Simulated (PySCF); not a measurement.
allene (C3H4), SMILES C=C=C. Atoms are numbered in the order given.

```xyz
7

C      0.0000     0.0000    -1.3001
C      0.0000     0.0000     0.0000
C      0.0000     0.0000     1.3001
H      0.6550     0.6550    -1.8632
H     -0.6550    -0.6550    -1.8632
H      0.6550    -0.6550     1.8632
H     -0.6550     0.6550     1.8632
```
Charge 0, spin multiplicity 1.

Geometry: B3LYP-D3(BJ)/def2-TZVP.

Two levels are set side by side: PBE/pcSseg-2 (PySCF) and KT2/pcSseg-2 (PySCF). GIAO shifts against TMS (¹H), TMS (¹³C) at the same level; non-relativistic, no solvent, atoms listed together averaged. Differences are taken from unrounded values.

| quantity | PBE |
|---|---|
| δ(¹³C) of C1, C3 (ppm) | 76.4 |
| δ(¹³C) of C2 (ppm) | 228.5 |
| δ(¹H) of H4, H5, H6, H7 (ppm) | 4.84 |

Question: These are the PBE values. What does KT2 give? (An estimate is asked for; the answer gives what the named calculation found.)

Answer: 
```
quantity                         KT2  PBE minus KT2
-----------------------------  -----  -------------
δ(¹³C) of C1, C3 (ppm)          71.7            4.8
δ(¹³C) of C2 (ppm)             216.8           11.7
δ(¹H) of H4, H5, H6, H7 (ppm)   4.77           0.07
```

Rough cost on one machine, each run with all the roots and properties that it gave: KT2 against PBE within a factor of 2.
